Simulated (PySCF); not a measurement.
Gas-phase reaction: (CH3)3SiOH + 2 C2H5 + 3 CH3SiH2 ⇌ 4 ethylsilane + CH3CO (acetyl)

Computed with PySCF (xtb for GFN2) and rigid-rotor harmonic-oscillator thermochemistry at 1 bar. S°(298 K) at PBE0/def2-TZVP differs from the NASA 1993 table for C2H5 (+9 J/mol/K); whether the harmonic model or the table's entry is off was not settled. † marks an energy on the PBE0/def2-TZVP geometry and frequencies; other levels use their own. MP2 freezes the core. 6-31G* has spherical d functions here. Open shells (unrestricted): C2H5 (multiplicity 2), CH3SiH2 (multiplicity 2), CH3CO (acetyl) (multiplicity 2); the rest are closed-shell singlets. GFN2 has no spin-polarisation term. CH3SiH2: computed as isolated molecules; such fragments, hydroxides, amides, oligomers or adducts are transient or little studied in the gas. MP2 isn't extrapolated to the basis-set limit; its ΔH°(298 K) is -381.9 kJ in def2-SVP and -334.4 kJ in def2-TZVPP. The harmonic model lacks anharmonicity and excited electronic states, which grow with temperature; levels with a mode under 35 cm⁻¹ are left out. Internal rotation in (CH3)3SiOH, C2H5, CH3SiH2, ethylsilane, CH3CO (acetyl) is treated as a harmonic vibration of one conformer, which makes the entropy rough.

```csv
level,"ΔE electronic, kJ","ΔH°(298 K), kJ","ΔS°(298 K), J/K","ΔG°(800 K), kJ"
GFN2-xTB,-656,-662,-246,-461
HF/6-31G*,-214,-207,-222,-21
M06-2X/def2-TZVP†,-309,-306,-227,-117
MP2/def2-TZVPP†,-337,-334,-227,-145
ωB97M-V/def2-TZVP†,-359,-356,-227,-167
```
ΔH° is lowest at GFN2-xTB and highest at HF/6-31G*. No reference value is set beside these.
